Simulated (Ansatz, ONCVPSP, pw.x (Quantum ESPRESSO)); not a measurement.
**From atom to crystal: ONCV potential for Li**

Li (Z = 3), optimised norm-conserving Vanderbilt (ONCV), made with ONCVPSP 4.0.1.1 (patched build) (LDA (Perdew-Wang 92), scalar-relativistic). Core [He], reference 2s1. Waves: 2s: rc 3.50 bohr, ncon 5, nbas 10, qcut 1.6 1/bohr, 2 projectors, debl 1.6 Ha; p scattering state at 0.08 Ha: rc 2.95 bohr, ncon 3, nbas 6, qcut 2.8 1/bohr, 2 projectors, debl 3.7 Ha; d scattering state at 0.13 Ha: rc 2.90 bohr, ncon 4, nbas 9, qcut 3.2 1/bohr, 3 projectors, debl 2.2 Ha. Local part: polynomial inside 2.90 bohr (lpopt 5, dvloc0 0 Ha). Core correction: Teter function, fcfact 4.25, rcfact 1.65.

In the p channel the program set the typed energies aside and used 0.050, 3.750 Ha.

Atomic tests: cutoffs needed: 1.2 Ha and 12 Ha (the cutoffs (Ha) at which the residual kinetic energy of the hardest occupied pseudo-wave falls to 1 and 0.1 mHa per electron) The cutoffs count occupied waves only; projector 2 of the p channel, the hardest unoccupied one, needs 30 Ha at the loose tolerance.; ghost test: no bound ghost flagged; GHOST(+) flagged for p at 108.2 eV; configuration tests: 1 of 2 tests not solved or not reliable.

Crystal test: diamond Li in pw.x 7.5, no spin, 8³ k-points, Fermi–Dirac smearing 0.01 Ry, cutoffs 50/200 Ry. The reference is all-electron LAPW (Ansatz 0.2.0) with the same functional, mesh and smearing; V0 and B0 come from Birch–Murnaghan fits to the pressures at five volumes. Errors are pseudo minus all-electron; Δ is the rms difference of the E(V) curves that follow from these fits, minima aligned, over ±6 % about the mean V0. Mesh and smearing are coarse, so the numbers serve the comparison and aren't converged zero-temperature values; the lattice is a test structure that the element need not adopt.

All-electron: a0 = 5.734 Å (V0 = 23.57 Å³/atom), B0 = 5.8 GPa.

Task: How far does the potential miss the all-electron equation of state?

Result: mean pressure error (GPa): +2.01. The pressure does not cross zero within the volumes sampled, so no fit is given. The largest radius (3.50 bohr) exceeds half the bond length (2.35 bohr), so the spheres overlap, which is one possible source of error among others. This is a poor potential for the solid. Atomic configuration tests: 1 of 2 tests not solved or not reliable.

| V (Å³/atom) | P all-electron (GPa) | P pseudo (GPa) |
| --- | --- | --- |
| 22.439 | 0.31 | 2.58 |
| 23.029 | 0.14 | 2.27 |
| 23.620 | -0.01 | 1.98 |
| 24.210 | -0.15 | 1.72 |
| 24.801 | -0.27 | 1.49 |

Task: At the middle volume, how do free energy and pressure move when the wave cutoff is lowered (ecutrho kept at four times it)?

Result:

| cutoff (Ry) | shift of F (meV/atom) | shift of P (GPa) |
| --- | --- | --- |
| 22 | +7.2 | -0.01 |
| 30 | +4.2 | +0.02 |
| 40 | +1.3 | -0.02 |

The run at the middle volume (29 k-points, 4 iterations) took about 11 s on one core of a shared host (Neoverse-N1, 64 threads, 124 GiB, load 60).
